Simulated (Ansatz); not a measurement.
Basis-set extrapolation for C3HN (`C#CC#N`) (PBE0-D4/def2-TZVP geometry, frozen core, the Gaussian-basis code of Ansatz). Multiplicity 1, RHF reference.

```
                      def2-TZVPP   def2-QZVPP
                 HF  -168.611234  -168.617696
    MP2 correlation    -0.632344    -0.673223
CCSD(T) correlation    -0.670916      not run
```

Energies in hartree. Use E(X) = E(∞) + A·exp(−7.88·√X) for Hartree–Fock and E(X) = E(∞) + B·X^(−2.97) for correlation, with X = 3 and 4, and add CCSD(T) minus MP2 of the smaller set to the MP2 limit.

Task: What is the CCSD(T) energy at the basis-set limit?

Result: HF limit: -168.617696 + (-0.006462) × 0.13774 = -168.61859. MP2 limit: -0.673223 + (-0.040879) × 0.74074 = -0.70350. Higher-order term: -0.670916 − (-0.632344) = -0.03857. Total: -169.36066 hartree, 206.1 kJ/mol below CCSD(T)/def2-TZVPP.
